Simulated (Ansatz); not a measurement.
## Which is lower?

Two relaxed structures of CH3OSi, doublet (PBE0-D4/def2-TZVP; forces vanish, vibrations not checked).

A:

C1  (-0.985, 0.036, -1.040)
Si2  (2.433, -0.354, 2.602)
O3  (1.381, -0.284, 1.523)
H4  (-1.188, 1.009, -1.465)
H5  (-1.516, -0.826, -1.419)
H6  (-0.259, -0.074, -0.245)
(Å)

B:

```json
{"atom": "C1", "x (Å)": "-0.6623", "y (Å)": "-0.1458", "z (Å)": "-0.6644"}
{"atom": "Si2", "x (Å)": "0.6010", "y (Å)": "0.0946", "z (Å)": "0.6103"}
{"atom": "O3", "x (Å)": "1.2018", "y (Å)": "-1.0184", "z (Å)": "1.4575"}
{"atom": "H4", "x (Å)": "-1.0659", "y (Å)": "0.6766", "z (Å)": "-1.2482"}
{"atom": "H5", "x (Å)": "-1.0627", "y (Å)": "-1.1287", "z (Å)": "-0.8903"}
{"atom": "H6", "x (Å)": "0.9882", "y (Å)": "1.5217", "z (Å)": "0.7352"}
```

Program: Ansatz 0.2.0. Basis: def2-TZVPP. Cores are frozen in the correlated methods; orbitals are unrestricted. B3LYP uses VWN-RPA correlation.

Question: Which structure is lower at CCSD(T), and by how much? (To be estimated.)

Answer: The calculation gives: B, by 22.3 kJ/mol (electronic energy, against the other). By their contacts, A is a complex of CH₃ + SiO and B is CH₃OSi ([CH2][SiH][O]).

All methods give the same order:

| method | E(B) − E(A) (kJ/mol) |
| --- | --- |
| PBE-D4 | -44.0 |
| r2SCAN-D4 | -53.1 |
| PBE0-D4 | -48.3 |
| B3LYP-D4 | -34.3 |
| wB97M-V | -26.1 |
| HF | -26.9 |
| MP2 | -25.1 |
| CCSD | -24.0 |
| CCSD(T) | -22.3 |

T1 diagnostic: at most 0.022. ⟨S²⟩ of the unrestricted Hartree–Fock references: 0.76 to 0.77 (a pure state has 0.75).

Labels in which every atom is bracketed show which atoms are joined, not bond orders.

For scale, one of the runs: CCSD(T)/def2-TZVPP, 146 basis functions, launched by `ansatz run in.yaml --threads 2 --pin off --events-out ev --progress --plain --max-ram 4352MiB`. Time: 20 s of wall clock on 2 CPU threads of an Intel Xeon 6975P-C; the host was shared. Peak host memory: 2.2 GiB.
